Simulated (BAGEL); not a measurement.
# HF/3-21G (density fitting with qzvpp-jkfit) run of BPNH7 (SMILES [NH3+][BH2-]P)

Aim: the vertical singlet–triplet gap of BPNH7 at HF/3-21G (density fitting with qzvpp-jkfit), from 2 runs. 

The results are computed with BAGEL 1.2.2.

### 1 The molecule

BPNH7 has 10 atoms, charge 0, and is taken as a singlet. SMILES: `[NH3+][BH2-]P`. The coordinates come from a GFN2-xTB relaxation. This is one conformer, not always the lowest.

Bond lengths: N1–B2 1.644 Å, B2–P3 1.978 Å, N1–H4 1.015 Å, N1–H5 1.016 Å, N1–H6 1.016 Å, B2–H7 1.186 Å, B2–H8 1.188 Å, P3–H9 1.379 Å, P3–H10 1.387 Å. Some angles: N1–B2–P3 103.7°, N1–B2–H7 107.1°, N1–B2–H8 106.6°, P3–B2–H7 113.7°, P3–B2–H8 110.2°, B2–N1–H4 110.6°, B2–N1–H5 107.9°, B2–N1–H6 108.8°, B2–P3–H9 96.6°, B2–P3–H10 98.2°.

### 2 The energy at HF/3-21G (density fitting with qzvpp-jkfit)

Contents of job.json:

```json
{ "bagel": [

{
  "title": "molecule",
  "basis": "3-21g",
  "df_basis": "qzvpp-jkfit",
  "angstrom": "true",
  "geometry": [
    { "atom": "N", "xyz": [      -1.205340,       0.288570,      -0.473840 ] },
    { "atom": "B", "xyz": [       0.259850,      -0.450100,      -0.378530 ] },
    { "atom": "P", "xyz": [       1.285310,       0.698220,       0.863380 ] },
    { "atom": "H", "xyz": [      -1.805880,      -0.193830,      -1.135170 ] },
    { "atom": "H", "xyz": [      -1.052860,       1.247910,      -0.772380 ] },
    { "atom": "H", "xyz": [      -1.631090,       0.289680,       0.448410 ] },
    { "atom": "H", "xyz": [       0.071350,      -1.547370,       0.031540 ] },
    { "atom": "H", "xyz": [       0.734410,      -0.404510,      -1.466870 ] },
    { "atom": "H", "xyz": [       2.453360,      -0.033660,       0.829700 ] },
    { "atom": "H", "xyz": [       0.890880,       0.105090,       2.053750 ] }
  ]
},

{
  "title": "hf"
},

{
  "title": "print",
  "file": "orbitals.molden",
  "orbitals": "true"
}

]}
```

On the command line:

```sh
$ BAGEL_NUM_THREADS=1 BAGEL job.json > job.out
```

The log of the run:

```text
* using 1 threads per process

  ===============================================================
  ===============================================================

  *** Geometry ***

  { "atom" : "N", "xyz" : [     -2.277762,      0.545318,     -0.895428 ] },
  { "atom" : "B", "xyz" : [      0.491045,     -0.850566,     -0.715318 ] },
  { "atom" : "P", "xyz" : [      2.428884,      1.319445,      1.631552 ] },
  { "atom" : "H", "xyz" : [     -3.412619,     -0.366286,     -2.145160 ] },
  { "atom" : "H", "xyz" : [     -1.989617,      2.358208,     -1.459587 ] },
  { "atom" : "H", "xyz" : [     -3.082313,      0.547416,      0.847372 ] },
  { "atom" : "H", "xyz" : [      0.134832,     -2.924106,      0.059602 ] },
  { "atom" : "H", "xyz" : [      1.387834,     -0.764413,     -2.771983 ] },
  { "atom" : "H", "xyz" : [      4.636178,     -0.063608,      1.567906 ] },
  { "atom" : "H", "xyz" : [      1.683519,      0.198591,      3.881025 ] },

  Number of auxiliary basis functions:      406

  Since a DF basis is specified, we compute 2- and 3-index integrals:
    o Being stored without compression. Storage requirement is 0.007 GB

  Number of basis functions:       45
  Number of electrons      :       34

    * METHOD: MOLECULE                             0.11

  *** RHF ***

  === Nuclear Repulsion ===
   106.3007766183

      * DIIS with orbital gradients will be used.

  === RHF iteration (3-21g) ===
      0       -421.67574472          0.01818350           0.02
      1       -421.73564269          0.00575765           0.02
      2       -421.74141644          0.00199020           0.02
      3       -421.74211478          0.00024973           0.02
      4       -421.74213838          0.00006673           0.02
      5       -421.74214101          0.00001163           0.02
      6       -421.74214108          0.00000278           0.02
      7       -421.74214108          0.00000043           0.02
      8       -421.74214108          0.00000011           0.02
      9       -421.74214108          0.00000004           0.02
     10       -421.74214108          0.00000001           0.02
     11       -421.74214108          0.00000000           0.02
    * SCF iteration converged.

    * Permanent dipole moment:
           (    2.270925,    -0.228936,     0.528985) a.u.

    * METHOD: HF                                   0.35

    * METHOD: PRINT                                0.00

  ===============================================================
```

It took 0.62 s on 1 thread of Arm Neoverse V2, shared host.

### 3 The triplet at the same level

Contents of input.json:

```json
{ "bagel" : [

{
  "title" : "molecule",
  "basis" : "3-21g",
  "df_basis" : "qzvpp-jkfit",
  "angstrom" : true,
  "geometry" : [
    { "atom" : "N", "xyz" : [   -1.205340,    0.288570,   -0.473840 ] },
    { "atom" : "B", "xyz" : [    0.259850,   -0.450100,   -0.378530 ] },
    { "atom" : "P", "xyz" : [    1.285310,    0.698220,    0.863380 ] },
    { "atom" : "H", "xyz" : [   -1.805880,   -0.193830,   -1.135170 ] },
    { "atom" : "H", "xyz" : [   -1.052860,    1.247910,   -0.772380 ] },
    { "atom" : "H", "xyz" : [   -1.631090,    0.289680,    0.448410 ] },
    { "atom" : "H", "xyz" : [    0.071350,   -1.547370,    0.031540 ] },
    { "atom" : "H", "xyz" : [    0.734410,   -0.404510,   -1.466870 ] },
    { "atom" : "H", "xyz" : [    2.453360,   -0.033660,    0.829700 ] },
    { "atom" : "H", "xyz" : [    0.890880,    0.105090,    2.053750 ] }
  ]
},
{ "title" : "uhf", "nopen" : 2 },
{ "title" : "print", "file" : "orbitals.molden", "orbitals" : true }

]}
```

On the command line:

```sh
$ BAGEL_NUM_THREADS=1 BAGEL input.json > input.out
```

The log of the run:

```text
* using 1 threads per process

  ===============================================================
  ===============================================================

  *** Geometry ***

  { "atom" : "N", "xyz" : [     -2.277762,      0.545318,     -0.895428 ] },
  { "atom" : "B", "xyz" : [      0.491045,     -0.850566,     -0.715318 ] },
  { "atom" : "P", "xyz" : [      2.428884,      1.319445,      1.631552 ] },
  { "atom" : "H", "xyz" : [     -3.412619,     -0.366286,     -2.145160 ] },
  { "atom" : "H", "xyz" : [     -1.989617,      2.358208,     -1.459587 ] },
  { "atom" : "H", "xyz" : [     -3.082313,      0.547416,      0.847372 ] },
  { "atom" : "H", "xyz" : [      0.134832,     -2.924106,      0.059602 ] },
  { "atom" : "H", "xyz" : [      1.387834,     -0.764413,     -2.771983 ] },
  { "atom" : "H", "xyz" : [      4.636178,     -0.063608,      1.567906 ] },
  { "atom" : "H", "xyz" : [      1.683519,      0.198591,      3.881025 ] },

  Number of auxiliary basis functions:      406

  Since a DF basis is specified, we compute 2- and 3-index integrals:
    o Being stored without compression. Storage requirement is 0.007 GB

  Number of basis functions:       45
  Number of electrons      :       34

    * METHOD: MOLECULE                             0.11

  *** Open-shell HF ***

  === Nuclear Repulsion ===
   106.3007766183

      * DIIS with orbital gradients will be used.

  === UHF iteration (3-21g) ===
      0       -421.40909009          0.03970593           0.04
      1       -421.48553885          0.02054742           0.04
      2       -421.50324862          0.01102411           0.04
      3       -421.51082463          0.00265128           0.04
      4       -421.51646119          0.00180707           0.04
      5       -421.52040230          0.00118878           0.04
      6       -421.52297181          0.00076474           0.04
      7       -421.52388636          0.00067320           0.04
      8       -421.52497183          0.00056397           0.04
      9       -421.52565117          0.00048441           0.04
     10       -421.52636438          0.00026176           0.05
     11       -421.52649078          0.00019985           0.04
     12       -421.52667585          0.00015491           0.04
     13       -421.52676192          0.00010356           0.04
     14       -421.52684653          0.00004205           0.04
     15       -421.52685302          0.00001882           0.04
     16       -421.52685537          0.00000680           0.04
     17       -421.52685565          0.00000467           0.04
     18       -421.52685580          0.00000304           0.04
     19       -421.52685588          0.00000100           0.04
     20       -421.52685589          0.00000049           0.04
     21       -421.52685589          0.00000035           0.04
     22       -421.52685589          0.00000028           0.05
     23       -421.52685589          0.00000017           0.04
     24       -421.52685589          0.00000011           0.04
     25       -421.52685589          0.00000008           0.04
     26       -421.52685589          0.00000006           0.04
     27       -421.52685589          0.00000004           0.04
     28       -421.52685589          0.00000003           0.04
     29       -421.52685589          0.00000001           0.05
     30       -421.52685589          0.00000001           0.05
    * SCF iteration converged.

    * S^2 (UHF) is 2.0062

    * Permanent dipole moment:
           (    2.351939,    -0.665904,     0.602602) a.u.

    * METHOD: UHF                                  1.44

    * METHOD: PRINT                                0.00

  ===============================================================
```

It took 1.7 s on 1 thread of Arm Neoverse V2, shared host.

### 4 What came out

At HF/3-21G (density fitting with qzvpp-jkfit):

```
                                        quantity          value
                           singlet: total energy  -421.74214 Eh
                          singlet: dipole moment         5.96 D
                            singlet: HOMO energy       -8.43 eV
                            singlet: LUMO energy        4.90 eV
                          singlet: HOMO–LUMO gap       13.33 eV
                           triplet: total energy  -421.52686 Eh
                          triplet: dipole moment         6.40 D
                                   triplet: ⟨S²⟩          2.006
vertical energy of the triplet above the singlet       5.858 eV
```

**Reading.** At this shape the triplet lies 5.86 eV (565 kJ/mol) above the singlet.
